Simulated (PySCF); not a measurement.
# Computed NMR parameters against published values

Cartesian coordinates in Å; atom numbers follow the order of the lines, from 1:
```xyz
3

S    -0.6197   -0.0135   -0.1157
H     0.3081    0.9208    0.1787
H     0.2951   -1.0046   -0.0828
```

[PySCF 2.14: PBE0/pcSseg-1 with gauge-including orbitals; PBE0-D3(BJ)/def2-SVP structure; fast rotation and ring inversion assumed for equivalent nuclei; gas phase; a single conformation; non-relativistic]

Reference values: measured (I. P. Gerothanassis, L. B. Krivdin, Molecules 29 (2024) 3301).
```tsv
atoms	quantity	reference	computed	computed, scaled
S1	δ 33S vs sulfate scale	-503.0	–	-510.4
```

Reference values: measured (gas; T. W. Keal, PhD thesis, Durham 2005).
| atoms | quantity | reference | computed |
| --- | --- | --- | --- |
| S1 | σ 33S | 752.0 | 710.8 |

Reference values: CCSD(T)/cc-pCVQZ (gas (isolated, no vibration); M. Glasbrenner, PhD thesis, LMU Munich (RPA NMR shieldings paper, SI)).
```csv
atoms,quantity,reference,computed
H2/H3,σ 1H,30.60,30.33
S1,σ 33S,737.9,710.8
```

Reference values: CCSD(T)/CBS (aug-cc-pCVXZ fit) (gas (isolated, no vibration); Rzepiela, Kaminsky, Buczek, Broda, Kupka, Molecules 2022, 27, 8230).
```
atoms  quantity  reference  computed
   S1     σ 33S      741.2     710.8
```

Reference values: CCSD(T)/aug-cc-pCV[TQ]Z extrapolated (gas (isolated, no vibration); Teale, Lutnaes, Helgaker, Tozer, Gauss, JCP 2013, 138, 024111, as tabulated in M. Glasbrenner, PhD thesis, LMU Munich (SI Table 24)).
```tsv
atoms	quantity	reference	computed
H2/H3	σ 1H	30.50	30.33
S1	σ 33S	739.0	710.8
```

Absolute shieldings are compared as such; zero-point and thermal motion, absent here, lowers them by some tenths of a ppm for H, a few ppm for C and up to about 10 ppm for F.

Computed shifts are σ(ref) − σ with the named reference compound (TMS for H and C) calculated as an isolated molecule at the same level. The measured values may be among those fitted. Shieldings were converted by a linear fit to measured shifts: 33S (scatter 32.3 ppm rms vs sulfate, solution or neat liquid). Occasional misses reach two or three times the rms, and more in compound classes unlike the fitted ones.

Problem. How far are the unscaled 33S shieldings from the references?

Solution. Mean signed difference -31.73 ppm, mean absolute 31.73 ppm over 4 comparisons; the largest is -41.2 ppm at S1 (sulfur bonded to 2 H).

Problem. How far are the unscaled 1H shieldings from the references (OH and NH left out)?

Solution. Mean signed difference -0.22 ppm, mean absolute 0.22 ppm over 2 comparisons; the largest is -0.27 ppm at H2/H3 (hydrogen on a sulfur).

7 of the 21 published NMR values on file for this molecule are compared. The rest: other calculations.
